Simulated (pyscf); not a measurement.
Single points on ωB97X-D3(BJ)/def2-SVP structures (PySCF, gas phase).

Problem. PBE/def2-TZVP puts the barrier of `[OH][P]([OH])[OH]` + `[SiH2]` [singlet] -> `[OH][SiH2][P]([OH])[OH]` (insertion; singlet surface; O–P broken, O–Si, P–Si formed) at -15.1 kcal/mol and the reaction energy at -59.2 kcal/mol, from the separated reactants. What do r²SCAN/def2-TZVP, M06-2X/def2-TZVP, ωB97M-D3(BJ)/def2-TZVP give on the same structures?

Solution. r²SCAN: ΔE‡ = -14.8 kcal/mol, ΔE = -63.4 kcal/mol; M06-2X: ΔE‡ = -6.2 kcal/mol, ΔE = -58.2 kcal/mol; ωB97M-D3(BJ): ΔE‡ = -4.8 kcal/mol, ΔE = -56.1 kcal/mol. PBE's barrier matches one of them and lies within 10.2 kcal/mol of the others. Its reaction energy lies among theirs. On the reactant side the descent ends in an adduct with a O–Si contact (not fully relaxed), 25.4 kcal/mol under the separated species and 16.0 kcal/mol under the saddle at ωB97X-D3(BJ)/def2-TZVP. At PBE, r²SCAN, M06-2X, ωB97M-D3(BJ) the saddle lies under the separated reactants, which points to a path from their complex (located at ωB97X-D3(BJ) alone). What is counted as formed (O–Si) is already present as a longer contact in the reactant adduct; forming that adduct is a step of its own. At ωB97X-D3(BJ)/def2-TZVP the barrier from the zero used here is -9.3 kcal/mol. HO–SiH₂–P(OH)–OH lies 21.5 kcal/mol over its isomer HO–P(OH)–O–SiH₃ (electronic energy, ωB97M-D3(BJ)/def2-TZVP). This is the saddle that the search found; another between the same sides may lie lower.
